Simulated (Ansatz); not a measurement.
Basis-set extrapolation for `OBS` (PBE0-D4/def2-TZVP geometry, frozen core, Ansatz). Multiplicity 1, RHF reference.

```tsv
	def2-TZVPP	def2-QZVPP
HF	-498.959541	-498.975668
MP2 correlation	-0.520310	-0.562301
CCSD(T) correlation	-0.571130	not run
```

Energies in hartree. Use E(X) = E(∞) + A·exp(−7.88·√X) for Hartree–Fock and E(X) = E(∞) + B·X^(−2.97) for correlation, with X = 3 and 4, and add CCSD(T) minus MP2 of the smaller set to the MP2 limit.

**Question.** What is the CCSD(T) energy at the basis-set limit?

**Answer.** HF limit: -498.975668 + (-0.016127) × 0.13774 = -498.97789. MP2 limit: -0.562301 + (-0.041991) × 0.74074 = -0.59341. Higher-order term: -0.571130 − (-0.520310) = -0.05082. Total: -499.62212 hartree, 240.1 kJ/mol below CCSD(T)/def2-TZVPP.
